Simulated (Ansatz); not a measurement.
`[c]1cccs1` radical at its PBE0-D4/def2-TZVP geometry, where that method's forces vanish. Total charge 0; spin multiplicity 2.

```xyz
8

C     1.5503   -0.1976    0.3910
C     0.4079   -0.0708    1.0992
C    -0.6895    0.0809    0.1982
C    -0.3186    0.0600   -1.1130
S     1.3804   -0.1451   -1.2877
H     0.3286   -0.0813    2.1770
H    -1.7151    0.2007    0.5235
H    -0.9441    0.1532   -1.9881
```

Question: What forces (eV/Å) does r2SCAN-D4/def2-TZVPP give on these atoms in Ansatz 0.2.0? (Best estimate.)

Answer: Ansatz gave: 
```
C1   0.267 -0.033  0.026
C2  -0.165  0.017  0.198
C3  -0.137  0.012  0.227
C4  -0.139  0.023 -0.268
S5   0.162 -0.017 -0.175
H6  -0.005  0.001 -0.012
H7   0.002  0.000 -0.001
H8   0.016 -0.002  0.004
```
